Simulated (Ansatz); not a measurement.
# SiB2H6: ionisation energy by level of theory

An exercise on one series of results from a longer session: the logs are not shown, and one member is left open.

The runs use Ansatz 0.2.0, Gaussian basis; unrestricted cation, the program's frozen cores in correlated methods.

The runs, in order: UKS PBE-D4/def2-TZVPP; UKS r2SCAN-D4/def2-TZVPP; UKS PBE0-D4/def2-TZVPP; UKS B3LYP-D4/def2-TZVPP; UKS wB97X-V/def2-TZVPP; UKS wB97M-V/def2-TZVPP; UKS B2PLYP/def2-TZVPP; UHF-MP2/def2-TZVPP; UHF-MP2/def2-QZVPP; then −ε(HOMO) from the neutral's earlier runs with LDA (SPW92), PBE-D4, revPBE-D4, BLYP-D4, r2SCAN-D4, B97M-V, PBE0-D4, B3LYP-D4, r2SCANh-D4, r2SCAN0-D4, HSE06-D4, BHLYP-D4, CAM-B3LYP-D4, LC-ωPBE, ωB97X-V, ωB97M-V.

1 further run of the same task is left out (it didn't finish).

## Structure used throughout

All runs share one geometry, relaxed beforehand with PBE0-D4 in a triple-zeta def2 set.

SMILES `B[SiH2]B`, 9 atoms, charge 0, spin multiplicity 1.

Atoms are counted from 1 here; the program's logs count them from 0.

Bond lengths: B1–Si2 2.009 Å, B1–H4 1.195 Å, B1–H5 1.195 Å, Si2–B3 2.009 Å, Si2–H6 1.491 Å, Si2–H7 1.491 Å, B3–H8 1.195 Å, B3–H9 1.195 Å. Angles: Si2–B1–H4 120.8°, Si2–B1–H5 120.9°, H4–B1–H5 118.2°, B1–Si2–B3 100.9°, B1–Si2–H6 111.7°, B1–Si2–H7 111.5°, B3–Si2–H6 111.7°, B3–Si2–H7 111.5°, H6–Si2–H7 109.3°, Si2–B3–H8 120.8°, Si2–B3–H9 120.9°, H8–B3–H9 118.2°.

Set-up of the first run:

in.yaml

```yaml
crystal:
  periodic: [false, false, false]
  atoms:
    - {symbol: B, position_ang: [-0.980835, 0.471313, -1.175893]}
    - {symbol: Si, position_ang: [0.683947, 0.502563, -0.052620]}
    - {symbol: B, position_ang: [0.308783, -1.001149, 1.224984]}
    - {symbol: H, position_ang: [-1.054953, -0.228260, -2.142060]}
    - {symbol: H, position_ang: [-1.945659, 1.102578, -0.861426]}
    - {symbol: H, position_ang: [0.843599, 1.802600, 0.658905]}
    - {symbol: H, position_ang: [1.901181, 0.235107, -0.870624]}
    - {symbol: H, position_ang: [0.606705, -2.125899, 0.951953]}
    - {symbol: H, position_ang: [-0.274368, -0.805153, 2.249580]}
basis:
  gaussian: {orbitals: def2-TZVPP}
total_charge: 1
magnetization: {spin_polarized: true, initial_magnetization: 1}
hamiltonian: {xc: pbe, dispersion: d4}
```

Started as:

```
$ ansatz run in.yaml --threads 2 --pin off --events-out ev --progress --plain --max-ram 4352MiB
```

Steps of the session up to this table: Cation, UKS PBE-D4/def2-TZVPP; Cation, UKS r2SCAN-D4/def2-TZVPP; Cation, UKS PBE0-D4/def2-TZVPP; Cation, UKS B3LYP-D4/def2-TZVPP; Cation, UKS wB97X-V/def2-TZVPP; Cation, UKS wB97M-V/def2-TZVPP; Cation, UKS B2PLYP (frozen core)/def2-TZVPP; Cation, UHF-MP2/def2-TZVPP; Cation, UHF-MP2/def2-QZVPP.

One of the session's tables, all rows but one given; the rest of the session is left out.

Orbital estimates, from the neutral's runs:

| functional | −ε(HOMO) (eV) |
| --- | --- |
| LDA (SPW92) | 6.98 |
| PBE-D4 | 6.87 |
| revPBE-D4 | 6.83 |
| BLYP-D4 | 6.73 |
| r2SCAN-D4 | 7.09 |
| B97M-V | 7.18 |
| PBE0-D4 | 7.96 |
| B3LYP-D4 | 7.77 |
| r2SCANh-D4 | 7.50 |
| r2SCAN0-D4 | 8.11 |
| HSE06-D4 | 7.57 |
| BHLYP-D4 | 8.99 |
| CAM-B3LYP-D4 | ? |
| LC-ωPBE | 10.60 |
| ωB97X-V | 10.25 |
| ωB97M-V | 10.07 |

Estimate the missing values for CAM-B3LYP-D4.

As computed: −ε(HOMO) (eV): 9.27. In the column «−ε(HOMO) (eV)» it lies between BHLYP-D4 (8.99) and ωB97M-V (10.07).
